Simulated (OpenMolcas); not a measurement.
# SiH2 (SMILES [SiH2]): the energy, rung by rung

SiH2 has 3 atoms, charge 0, and is taken as a singlet. SMILES: `[SiH2]`. Geometry: relaxed at PBE0-D4/def2-TZVP.

```xyz
3

Si   -0.4912    0.4686   -0.2136
H     0.8403    0.5786    0.5225
H    -0.3491   -1.0472   -0.3089
```

Quantity: the energy change with the Si1–H2 bond stretched from 1.525 to 1.907 Å, in eV. The values are calculated.

| level | kind | program | value (eV) | less FCI/pcseg-0 | CPU time (all runs) |
| --- | --- | --- | --- | --- | --- |
| HF/pcseg-0 (restricted) | Hartree–Fock | OpenMolcas | 0.58 | +0.18 | 3 s |
| SVWN5/pcseg-0 (restricted) | LDA | OpenMolcas | 0.40 | 0.00 | 5.4 s |
| PBE/pcseg-0 (restricted) | GGA | OpenMolcas | 0.41 | +0.01 | 6.2 s |
| r2SCAN/pcseg-0 (restricted) | meta-GGA | OpenMolcas | 0.47 | +0.07 | 7.6 s |
| PBE0/pcseg-0 (restricted) | global hybrid | OpenMolcas | 0.48 | +0.08 | 5.9 s |
| B2PLYP/pcseg-0 (restricted) | double hybrid | OpenMolcas | 0.50 | +0.10 | 6 s |
| MP2/pcseg-0 (restricted) | perturbation theory | OpenMolcas | 0.50 | +0.10 | 3.2 s |
| CISD/pcseg-0 (restricted) | coupled cluster or CI | OpenMolcas | 0.42 | +0.02 | 3.4 s |
| FCI/pcseg-0 | exact in the basis | OpenMolcas | 0.40 | 0.00 | 4.8 s |

FCI/pcseg-0 is exact within its basis and frozen core, so for wave-function methods in that basis the difference is their error; functionals converge differently with the basis, so for them it is only a difference. The first shape isn't each level's own minimum. The values span 0.40 to 0.58 eV. All rows use very small basis sets, so even the best lies far from the true value. Times are those of the runs behind each value, whatever else they computed, on shared processors of several kinds: orders of magnitude only.
